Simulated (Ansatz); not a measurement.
Two shapes of singlet C₃H₈.

Shape 1:

```xyz
11

C     0.0000    0.0000    0.0000
C     0.0000    0.8556    1.2684
C     0.0000    0.0000    2.5368
H     0.0000    0.6484   -0.8762
H     0.8898   -0.6294   -0.0144
H    -0.8898   -0.6294   -0.0144
H    -0.8818    1.4963    1.2684
H     0.8818    1.4963    1.2684
H     0.0000    0.6484    3.4131
H    -0.8898   -0.6294    2.5512
H     0.8898   -0.6294    2.5512
```

Shape 2:

```xyz
11

C     0.0000   -0.2568   -1.2710
C     0.0000    0.5795    0.0000
C     0.0000   -0.2568    1.2710
H     0.0000    0.3730   -2.1741
H     0.8875   -0.9088   -1.3208
H    -0.8875   -0.9088   -1.3208
H    -0.8792    1.2471    0.0000
H     0.8792    1.2471    0.0000
H     0.0000    0.3730    2.1741
H    -0.8875   -0.9088    1.3208
H     0.8875   -0.9088    1.3208
```

Basis set: cc-pVDZ (spherical functions). Left uncorrelated: 3 orbitals. Charge 0, multiplicity 1.

Computed with Ansatz (development build ahead of 0.2.0); each method stands on the lowest determinant of its kind that the runs found.

(1) Which shape is lower in energy, and by how much in each method?

Results:

(1)

| method | E(2) − E(1) (eV) |
| --- | --- |
| RHF | -0.016 |
| RHF-MP2 | -0.043 |

Shape 2 is lower.
